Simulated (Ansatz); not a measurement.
Cost and result for the atomization energy of C₅H₈S, SMILES `C=CCSC=C` (14 atoms, 13 bonds).

```
atom   x (Å)   y (Å)   z (Å)
  C1  -1.929   0.488   0.632
  C2  -1.361   0.302  -0.550
  C3  -0.506  -0.867  -0.900
  S4   1.086  -0.417  -1.628
  C5   2.021   0.146  -0.277
  C6   1.703   0.209   1.012
  H7  -2.555   1.350   0.830
  H8  -1.793  -0.218   1.447
  H9  -1.511   1.030  -1.343
 H10  -0.979  -1.462  -1.688
 H11  -0.344  -1.526  -0.044
 H12   3.005   0.465  -0.612
 H13   0.734  -0.076   1.395
 H14   2.430   0.576   1.726
```

Charge 0, multiplicity 1. All single points use the PBE0-D4/def2-TZVP geometry. It is one conformer, not always the lowest. Program: Ansatz. All runs use 2 threads of an AMD EPYC 7R13 on a shared host and a share of an NVIDIA H100 80 GB. Times are those of one run each, without the atoms' runs, and a repeat can differ threefold. Electronic energies, without spin–orbit coupling; frozen cores. CCSD(T)/CBS adds CCSD(T) − MP2 in def2-TZVPP to the MP2 limit, and its time is that of the two runs behind it. T1 = 0.012. B3LYP takes the VWN-RPA correlation (the form of Gaussian; ORCA's B3LYP/G).

CCSD(T)/CBS is a level of theory with its own doubt, some kJ/mol a heavy atom from the limit and from the frozen cores, so smaller differences don't rank the functionals.

```tsv
level	functions	wall time	atomization (kJ/mol)	difference from CCSD(T)/CBS	per bond
PBE-D4/def2-TZVPP (with forces)	309	2.1 s	5855.5	168.9	13.0
r2SCAN-D4/def2-TZVPP (with forces)	309	2.2 s	5720.4	33.8	2.6
PBE0-D4/def2-TZVPP	309	2.2 s	5754.2	67.6	5.2
B2PLYP/def2-TZVPP	309	2.6 s	5638.8	-47.8	-3.7
B3LYP-D4/def2-TZVPP (with forces)	309	2.7 s	5703.6	17.0	1.3
ωB97X-V/def2-TZVPP	309	3.1 s	5694.5	7.9	0.6
ωB97M-V/def2-TZVPP (with forces)	309	3.4 s	5712.9	26.3	2.0
CCSD(T)/def2-TZVPP	309	3.8 s	5550.5	-136.1	-10.5
MP2/def2-QZVPP	595	4 s	5720.8	34.2	2.6
CCSD(T)/CBS(def2)	–	7.8 s	5686.6	0.0	0.0
```

The D4 term adds +53.1 kJ/mol with B3LYP and +28.3 kJ/mol with PBE0; it sums over pairs of atoms, weighted by their polarisabilities, and B3LYP, whose exchange is more repulsive, gets the larger term. From PBE to PBE0 (25 % exact exchange), in def2-TZVPP and without D4, the atomization energy moves by −96.3 kJ/mol: exact exchange takes away binding that semilocal exchange gives to molecules. In def2-TZVPP, CCSD(T) changes the Hartree–Fock value by +1356.0 kJ/mol (the triples alone add +93.6 kJ/mol) and MP2 by +1446.5 kJ/mol; breaking electron pairs costs correlation energy, which Hartree–Fock lacks.
